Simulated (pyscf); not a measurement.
Cl–Ge(Cl)(Cl)–Cl (SMILES [Cl][Ge]([Cl])([Cl])[Cl]) + H• (SMILES [H]) → HCl (SMILES Cl) + Cl–Ge:–Cl (SMILES [Cl][Ge][Cl]) [singlet] + Cl• (SMILES [Cl]), gas phase, doublet surface. Structures and frequencies: ωB97X-D3(BJ)/def2-SVP in PySCF. ΔG in kcal/mol from ωB97M-D3(BJ)/def2-TZVP energies (ideal gas, 1 atm, RRHO with modes under 100 cm⁻¹ raised to 100, one conformer, R ln 2 for chiral ones without a mode under 150 cm⁻¹).

| T (K) | ΔG |
|---|---|
| 298 | +22.2 |
| 600 | +9.8 |
| 900 | ? |
| 1200 | -13.2 |

Task: Fit a line to the three values, predict ΔG at 900 K, and estimate where the reaction turns favourable at 1 atm of each gas.

Result: Least squares gives ΔG = +33.6 − 39.1 × T/1000 K, so ΔS is about +164 J/(mol K) and ΔH about +33.6 kcal/mol over this range (ΔH at 298 K: +34.9). At 900 K the line gives -1.6; the computed value is -1.9. ΔG = 0 falls near 860 K; 1 kcal/mol in the energy moves that by 26 K. This is thermodynamics alone and says nothing of the barrier. Left out: orbital degeneracy and the spin-orbit lowering of Cl. Elements up to Kr have no core potential and no relativistic terms here.
